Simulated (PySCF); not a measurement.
Species: C₄H₇N₂ (doublet state).
Cartesian coordinates in Å at the GFN2-xTB level; atoms count from 1:
```
atom  x, y, z in Å
C1     1.396   -0.643    0.871
C2     1.205    0.257   -0.080
C3    -0.126    0.581   -0.611
N4    -0.459    1.640   -1.200
C5    -1.199   -0.494   -0.396
N6    -1.342   -0.926    0.930
H7     2.359   -0.854    1.302
H8     0.532   -1.186    1.258
H9     2.019    0.842   -0.493
H10    0.271    2.334   -1.339
H11   -2.129   -0.046   -0.779
H12   -0.937   -1.361   -1.015
H13   -1.595   -0.143    1.533
```

The hyperfine couplings belong to this conformer and change with its torsions.

The species is `C([NH])/C(=N/[H])C=C` [radical].

Method used: UKS B3LYP, pcH-1 on C H N, non-relativistic, mean-field spin-orbit, GIAO (PySCF). Isolated species at its GFN2-xTB geometry (one conformer only). A GFN2-xTB geometry isn't a minimum of the functional, and hyperfine couplings can be far from their values at a DFT geometry. The frame is twisted about the C2–C3 bond at this geometry (dihedral H9–C2–C3–N4 = -19°); couplings at other torsion angles weren't computed. The SCF solution wasn't tested for stability.

(1) Match the computed a_iso(13C) values +52.5, -34.5, +33.8, +1.1 MHz with the sites C1; C2; C3; C5.

(2) Match the computed a_iso(14N) values +31.5, +2.3 MHz with the sites N4; N6.

(3) Match the computed a_iso(1H) values +79.5, -57.3, +16.9, +13.4, +10.9, +3.5 MHz (means over equivalent nuclei) with the sites H7; H8; H9; H10; H11/H12; H13.

Results:

(1) 
```tsv
site	a_iso (MHz)	ρ(0) (bohr⁻³)	position	distance from N6 (Å)	spin population	largest |T| (MHz)
C1	+33.8	+0.0301	4 bonds from N6	2.75	+0.04	10.1
C2	+1.1	+0.0010	3 bonds from N6	2.98	0.00	2.0
C3	+52.5	+0.0467	2 bonds from N6	2.47	+0.05	13.6
C5	-34.5	-0.0307	1 bond from N6	1.40	-0.07	4.5
```

(2) 
| site | a_iso (MHz) | ρ(0) (bohr⁻³) | position | distance from N6 (Å) | spin population | largest \|T\| (MHz) |
| --- | --- | --- | --- | --- | --- | --- |
| N4 | +2.3 | +0.0070 | 3 bonds from N6 | 3.45 | 0.00 | 1.1 |
| N6 | +31.5 | +0.0975 | largest spin population | 0.00 | +0.93 | 85.0 |

(3) 
```json
{"site": "H7", "a_iso (MHz)": "+16.9", "ρ(0) (bohr⁻³)": "+0.0038", "position": "5 bonds from N6", "distance from N6 (Å)": "3.72", "bound to": "C1", "spin population there": "+0.04", "largest |T| (MHz)": "5.0"}
{"site": "H8", "a_iso (MHz)": "+3.5", "ρ(0) (bohr⁻³)": "+0.0008", "position": "5 bonds from N6", "distance from N6 (Å)": "1.92", "bound to": "C1", "spin population there": "+0.04", "largest |T| (MHz)": "27.9"}
{"site": "H9", "a_iso (MHz)": "+13.4", "ρ(0) (bohr⁻³)": "+0.0030", "position": "4 bonds from N6", "distance from N6 (Å)": "4.06", "bound to": "C2", "spin population there": "0.00", "largest |T| (MHz)": "2.5"}
{"site": "H10", "a_iso (MHz)": "+10.9", "ρ(0) (bohr⁻³)": "+0.0024", "position": "4 bonds from N6", "distance from N6 (Å)": "4.29", "bound to": "N4", "spin population there": "0.00", "largest |T| (MHz)": "2.3"}
{"site": "H11/H12", "a_iso (MHz)": "+79.5", "ρ(0) (bohr⁻³)": "+0.0178", "position": "2 bonds from N6", "distance from N6 (Å)": "2.06", "bound to": "C5", "spin population there": "-0.07", "largest |T| (MHz)": "10.4"}
{"site": "H13", "a_iso (MHz)": "-57.3", "ρ(0) (bohr⁻³)": "-0.0128", "position": "1 bond from N6", "distance from N6 (Å)": "1.02", "bound to": "N6", "spin population there": "+0.93", "largest |T| (MHz)": "59.9"}
```

ρ(0) is the spin density at the nucleus and T the dipolar tensor; entries for several nuclei are means. The largest Mulliken spin populations are on N6 (+0.93), H11 (+0.07) and C5 (-0.07). N6 is the only atom above +0.15. The positive populations add up to 1.11 and the negative ones to -0.11, together 2S = 1.

Class means assume fast exchange of nuclei equivalent by connectivity; if that motion is slow, each nucleus keeps its own coupling. The 1H value of +79.5 MHz is a mean of couplings from -0.2 to 159.3 MHz in this one geometry, not an average over conformers.
